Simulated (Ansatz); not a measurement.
in.yaml

```yaml
crystal:
  periodic: [false, false, false]
  atoms:
    - {symbol: B, position_ang: [0.127479, -1.245098, -0.814317]}
    - {symbol: Ge, position_ang: [-0.037396, 0.043428, 0.789018]}
    - {symbol: P, position_ang: [0.039225, 0.283301, -1.594970]}
    - {symbol: H, position_ang: [0.122333, 1.519163, 0.884517]}
basis:
  gaussian: {orbitals: cc-pVDZ}
magnetization: {spin_polarized: false, initial_magnetization: 1}
hamiltonian: {xc: {name: r2SCAN}}
correlation: {method: bccd, electrons: outside_noble_gas}
```

```sh
$ ansatz run in.yaml --threads 1 --pin off --events-out ev --progress --plain --max-ram 2393MiB
```

Log:

```
696 factors; integrals over basis functions are off by at most 1.1e-3 eV
mean field evaluation 1: about -66490.4750 eV, gradient 2.9e1 eV
mean field evaluation 2: about -66490.4753 eV, gradient 2.9e1 eV
mean field evaluation 4: about -66492.9253 eV, gradient 1.4e1 eV
mean field evaluation 8: about -66494.1192 eV, gradient 4.2e-1 eV
mean field evaluation 16: about -66494.1209 eV, gradient 5.0e-4 eV
mean field evaluation 32: about -66492.1012 eV, gradient 3.0e0 eV
mean field -66494.12089362 eV, -2443.6138715064 hartree, gradient 3.5e-6 eV, S^2 0.750000; 1 other end points of the search recorded, 0 dependent functions left out
mean field evaluation 64: about -66428.9634 eV, gradient 2.0e0 eV
20 core orbitals not correlated: weight in the atoms' cores, before any rotation towards them, 0.999 or more for the frozen orbitals, at most 0.000 for the correlated occupied ones
reference -66428.34811879 eV, -2441.1967666139 hartree; 7, 6 occupied and 37, 38 virtual orbitals, 696 factors
second order -7.79560572 eV of doubles, -0.36492689 eV of singles
cycle   1  -8.07890779 eV  change    7.6e-2 eV  update   1.1e-1
cycle   2  -8.37544400 eV  change   -3.0e-1 eV  update   4.2e-2
cycle   3  -8.47023186 eV  change   -9.5e-2 eV  update   2.1e-2
cycle   4  -8.48206464 eV  change   -1.2e-2 eV  update   1.0e-2
cycle   5  -8.48109474 eV  change    9.7e-4 eV  update   6.7e-3
cycle   6  -8.47922869 eV  change    1.9e-3 eV  update   3.8e-3
cycle   7  -8.47834278 eV  change    8.9e-4 eV  update   2.4e-3
cycle   8  -8.47831771 eV  change    2.5e-5 eV  update   1.3e-3
cycle   9  -8.47851474 eV  change   -2.0e-4 eV  update   7.0e-4
cycle  10  -8.47824474 eV  change    2.7e-4 eV  update   3.9e-4
cycle  11  -8.47832962 eV  change   -8.5e-5 eV  update   2.3e-4
cycle  12  -8.47828724 eV  change    4.2e-5 eV  update   1.3e-4
cycle  13  -8.47836551 eV  change   -7.8e-5 eV  update   7.2e-5
cycle  14  -8.47836951 eV  change   -4.0e-6 eV  update   3.9e-5
cycle  15  -8.47835278 eV  change    1.7e-5 eV  update   2.3e-5
cycle  16  -8.47835220 eV  change    5.8e-7 eV  update   1.3e-5
Total energy: -66436.82647099 eV, -2441.5083403105 hartree
```

Ran on 1 thread of Intel Xeon, shared host: 24 s wall, 0.23 GiB peak host memory.
